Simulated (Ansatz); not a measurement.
## hcp K (model structure)

The numbers are results of PBEsol (plane waves, PAW; Ansatz, an electronic-structure program), not measurements.

Run with plane-wave cutoff 500 eV, 18×18×10 k mesh (along the axes of the cell as run), Fermi–Dirac smearing 0.1 eV, scalar-relativistic PAW data made under PBE.

Cell (relaxed at this level):

```
CELL_PARAMETERS angstrom
      2.32733    -4.03105     0.00000
      2.32733     4.03105     0.00000
      0.00000     0.00000     7.59055
ATOMIC_POSITIONS crystal
  K  0.33333 0.66667 0.25000
  K  0.66667 0.33333 0.75000
```

band gap: none

Note: the relaxation could raise the start's symmetry but not lower it, so the cell can be a saddle point.

The computed numbers hold no vibrational or temperature effects.

It cost very roughly 2.3 core-minutes of CPU time.

A model structure was made by putting elements into a prototype or built by hand; it is no filed structure, need not be a known phase, and can be a saddle point held by its symmetry.
